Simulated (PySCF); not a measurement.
# Reproducing measurements on PH3

**Experimental background.**

From NIST CCCBDB Release 22 (SRD 101), experimental dipoles, for the gas: dipole moment (microwave Stark effect) 0.58 D.

The runs below try to reproduce these values; the comparison stands at the end.

Species: PH₃.
SMILES with atom numbers: `[PH3:1]` (hydrogens: H2, H3, H4 on P1)

Cartesian coordinates in Å at the PBE0-D3(BJ)/def2-SVP level; atoms count from 1:
```xyz
4
PH3 angstrom
P      0.0256   -0.0410    0.4763
H     -0.5990    1.0211   -0.2472
H      1.1993   -0.0042   -0.3374
H     -0.5896   -1.0495   -0.3272
```

The PySCF runs (gas phase, on this PBE0-D3(BJ)/def2-SVP geometry; no spin–orbit coupling):

```json
{"level": "PBE0-D3(BJ)/def2-SVP, grid level 1", "job": "geometry optimisation from a GFN2-xTB start shaken at random", "basis functions": "33", "wall time": "0.9 s"}
```

Hardware: one thread, Arm Neoverse V2 (aarch64), on a shared host.

**Comparison with experiment**

**Dipole moment.** Measured: 0.58 D (NIST CCCBDB Release 22 (SRD 101), experimental dipoles).

```
               level  computed (D)  computed − measured (D)  % (from the printed values)
PBE0-D3(BJ)/def2-SVP          0.91                    +0.33                          +57
```

The computed dipoles belong to one fixed geometry; measured ones are averaged over vibrations unless marked μe. Magnitudes are compared, not signs.

No measured geometry was used, and the causes of the misses weren't examined.
